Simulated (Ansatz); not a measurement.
```xyz
7

F     1.0703    2.1613   -0.0855
Si   -0.2908    1.3500    0.2018
Si    0.0853   -0.9599    0.1615
H    -1.2927    1.8191   -0.8011
H    -1.2318   -1.6060    0.4073
H     0.6352   -1.4391   -1.1365
H     1.0246   -1.3255    1.2525
```

Total charge 0; spin multiplicity 2.

Q: List the r2SCAN/def2-TZVPP orbital energies in eV (the Gaussian-basis code of Ansatz). (Estimate.)

A: Computed: α occupied: -1792.24, -1791.19, -666.29, -142.55, -141.68, -97.51, -97.44, -97.35, -96.55, -96.53, -96.52, -31.34, -14.77, -13.41, -11.37, -11.12, -10.75, -9.21, -9.15, -7.91, -5.48. α empty: -1.31, -0.26, 0.19, 0.78, 0.99, 1.71, 3.47, 3.76. β occupied: -1792.14, -1791.18, -666.22, -142.48, -141.68, -97.37, -97.29, -97.27, -96.53, -96.52, -96.52, -31.22, -14.50, -13.23, -11.21, -10.89, -10.45, -9.14, -9.10, -7.68. β empty: -3.13, -1.00, 0.17, 0.66, 1.07, 1.19, 2.04, 4.02. ⟨S²⟩ = 0.756.
